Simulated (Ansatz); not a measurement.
# Strength of the Si–H bond: SiH2(CH3)(NH2) → SiH(CH3)(NH2) + H

Species: SiH2(CH3)(NH2), singlet; SiH(CH3)(NH2), doublet; H atom, doublet. 

Shapes, held fixed at every level: PBE0-D4/def2-TZVP. Flexible molecules stand in one conformer, not always the lowest. Programs: Ansatz 0.2.0. The zero-point and thermal change to 298 K, harmonic and unscaled (PBE0-D4/def2-TZVP), is -18.3 kJ/mol.

| level | kind | ΔH(298 K) (kJ/mol) | less CCSD(T)/CBS estimate | CPU time (sum over the molecules) |
| --- | --- | --- | --- | --- |
| HF/def2-SVP | Hartree–Fock | +305.9 | -82.5 | – |
| SPW92/def2-TZVPP | LDA | +393.6 | +5.2 | 7 s |
| r2SCAN0-D4/def2-TZVPP | global hybrid | +367.3 | -21.1 | 24 s |
| wB97M-V/def2-TZVPP | range-separated hybrid | +388.2 | -0.2 | 52 s |
| wB97X-V/def2-TZVPP | range-separated hybrid | +384.7 | -3.7 | 39 s |
| CCSD(T)/def2-SVP | coupled cluster or CI | +368.3 | -20.1 | 18 s |
| CCSD(T)/def2-TZVPP | coupled cluster or CI | +381.6 | -6.8 | 1.9 min |
| CCSD(T)/CBS estimate | coupled cluster or CI | +388.4 | 0.0 | 3.2 min |

The highest level, CCSD(T)/CBS estimate, gives ΔH(298 K) = +388.4 kJ/mol; the levels span +305.9 to +393.6. The column of differences is taken from that level and isn't an error. Hartree–Fock misses the correlation of the pair that is broken and comes out low. No measured value is set beside it here. Open shells run unrestricted unless RO is named. The CBS estimate extrapolates MP2 from def2-TZVPP and def2-QZVPP and adds CCSD(T) − MP2 in the triple-zeta set, cores frozen. Times are processor times on shared x86 and Arm servers, and rough.
